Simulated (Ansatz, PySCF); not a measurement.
System: [diamino(methyl)silyl]methane, C2H10N2Si, charge 0, multiplicity 1. SMILES: C[Si](C)(N)N
Geometry: optimised at B3LYP-D3(BJ)/def2-TZVP (Ansatz, an electronic-structure program).

B3LYP/6-31G* beside other levels, property by property. Conventions: atomisation electronic, to ground-state atoms; no spin-orbit coupling; 6-31G* and kin with 6d, 5d where marked; open shells spin-unrestricted; non-relativistic; no dispersion term unless named; frozen cores in correlated levels. CBS marks a two-point X^-3 extrapolation of the correlation energy; Hartree-Fock from the larger set. Ab initio and DFT rows: single points at B3LYP-D3(BJ) geometries (Ansatz), with unscaled harmonic terms from B3LYP/6-31G* (Ansatz) at its own minima, enthalpies of formation by atomisation with measured atoms.

Coupled cluster (Ansatz) is a level with limits of its own, used here on species with T1 under 0.025 (0.045 for open shells) and stable references: CCSD(T)/CBS(cc-pV(T+d)Z,cc-pV(Q+d)Z).

```tsv
property	B3LYP/6-31G* (Ansatz)	BP86/def2-SVP (PySCF)	PBE/def2-TZVPD (Ansatz)	B2PLYP-D3(BJ)/def2-TZVPD (Ansatz + dftd3)	to compare with
N-Si bond dissociation enthalpy at 298 K, to C[Si](C)N + [NH2] (NH2) (kcal/mol)	99.4	101.0	102.1	106.9	111.4 coupled cluster
atomisation energy (kcal/mol)	1298.4	1346.2	1335.1	1314.7	1328.4 coupled cluster
enthalpy of formation at 298 K (kcal/mol)	-38.1	-85.9	-74.8	-54.4	-68.1 coupled cluster
```

As the rows show:
- N-Si bond dissociation enthalpy at 298 K, to C[Si](C)N + [NH2] (NH2): B3LYP/6-31G* lies 12.0 kcal/mol below coupled cluster.
- atomisation energy: B3LYP/6-31G* lies 30.0 kcal/mol below coupled cluster.
- enthalpy of formation at 298 K: B3LYP/6-31G* lies 30.0 kcal/mol above coupled cluster.

The properties are those with a value to compare with, at most eight drawn at random. No case is left out for the size of its miss. Left out are saddle points of the reference geometry, anions that the best level run finds unbound, excited spin states, species near biochemistry, 298 K rows of species without real B3LYP wavenumbers, cases with under five habitual levels, runs that failed or that the program found above a lower state of the same kind, table entries that another table contradicts, and a share of species set aside by lot.
